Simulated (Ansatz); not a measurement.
# MgSi (singlet): the correlation ladder at distance Si1–Mg2 = 3.452 Å, cc-pVDZ

The task here is to estimate one member of a computed series from the others.

Method: cc-pVDZ, core rule «outside noble gas», up to 10 orbitals frozen; program: Ansatz 0.2.0, Gaussian basis.

Plan: UHF; CCSD(T) on RHF; CCSD(T) on UHF; BCCD(T) on RHF; CISD; CCSDT(Q) on RHF; CCSDT(Q) on UHF; CCSDTQ on RHF; CASSCF and MRCISD+Q, 2 electrons in 2 orbitals; CASSCF and NEVPT2, 2 electrons in 2 orbitals; Full CI.

40 further runs of the same task are left out: 24 for a known fault of the program, 11 that didn't finish, 5 set aside as unsound or not needed.

### The geometry

The geometry derives from a PBE0/def2-TZVP stationary point (not a proven minimum). One bond is set to the value named and the two fragments are kept rigid.

2 atoms, charge 0, spin multiplicity 1.

Atoms are counted from 1 here; the program's logs count them from 0.

No contacts short enough for the rule that draws bonds.

Set-up of the first run:

The input, in.yaml:

```yaml
crystal:
  periodic: [false, false, false]
  atoms:
    - {symbol: Si, position_ang: [0.000000, 0.000000, 0.000000]}
    - {symbol: Mg, position_ang: [0.000000, 0.000000, 3.452000]}
basis:
  gaussian: {orbitals: cc-pVDZ}
magnetization: {spin_polarized: true, initial_magnetization: 0}
hamiltonian: {xc: hf}
output: {orbitals: {seedname: orbitals}}
```

Run with:

```
$ ansatz run in.yaml --threads 1 --pin off --events-out ev --progress --plain --max-ram 2393MiB
```

Steps of the session up to this table: UHF; CCSD(T) on RHF; CCSD(T) on UHF; BCCD(T) on RHF; CISD; CCSDT(Q) on RHF; CCSDT(Q) on UHF; CCSDTQ on RHF; CASSCF and MRCISD+Q, 2 electrons in 2 orbitals; CASSCF and NEVPT2, 2 electrons in 2 orbitals; Full CI.

One table of the session follows, with a row left open; its other results are not shown here.

It belongs to the step «Misses and costs». 

| method | from FCI (meV) |
| --- | --- |
| RHF | +3563.7 |
| RMP2 | +1308.5 |
| CISD | +602.0 |
| RCCSD | +282.3 |
| RCCSD(T) | +150.1 |
| BCCD(T) | +152.5 |
| RCCSDT | +31.5 |
| RCCSDT(Q) | +4.5 |
| RCCSDTQ | +0.7 |
| CASSCF pair | ? |
| NEVPT2 pair | +833.8 |
| MRCISD pair | +300.8 |
| MRCISD+Q pair | -53.8 |
| FCI | 0 |

Estimate the missing values for CASSCF pair.

As computed: from FCI (meV): +3053.5. In the column «from FCI (meV)» it lies between RMP2 (+1308.5) and RHF (+3563.7).

Left out of the table: UHF, UMP2, UCCSD, UCCSD(T), UCCSDT, UCCSDT(Q) (another determinant or state than the rows shown).

To keep in mind: The report flags that the cluster equations may have other roots. The program flags RCCSDT(Q), RCCSDTQ as in doubt, so those rows may rest on another solution; read them beside their warnings. MRCISD+Q pair falls below full CI: the +Q correction isn't variational, and the cores differ from full CI's.
